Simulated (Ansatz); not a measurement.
Si2H5O: a line through the functionals

Si2H5O: 8 atoms, total charge 0, spin state doublet. As SMILES, `[SiH2]O[SiH3]`. The coordinates come from a PBE0-D4/def2-TZVP relaxation. This is one conformer, not always the lowest.

The vertical electron affinity (to the singlet anion) y, in eV, basis 6-311+G(d,p); a is the functional's share of exact exchange. Programs: Ansatz 0.2.0.

```
functional  program     a  y (eV)
  U-revPBE   Ansatz     0    0.63
     UBLYP   Ansatz     0    0.63
    UB3LYP   Ansatz   0.2       ?
     UPBE0   Ansatz  0.25    0.61
    UBHLYP   Ansatz   0.5    0.50
```

**Question.** Fit y = c + s·a to the known rows and predict UB3LYP.

**Answer.** 
1. Means of the 4 rows: a = 0.1875, y = 0.593.
2. Σ(Δa)² = 0.17188, Σ(Δa·Δy) = -0.041875, so the slope is -0.041875/0.17188 = -0.24363.
3. Intercept: 0.593 − (-0.24363) × 0.1875 = 0.639. The largest residual of the fit is 0.032.
4. UB3LYP: 0.639 + (-0.24363) × 0.2 = 0.59 eV.

The run gave 0.72 eV, so the prediction is off by -0.13 eV, more than the largest residual. The rows mix families of semi-local functionals, which the line can't see.
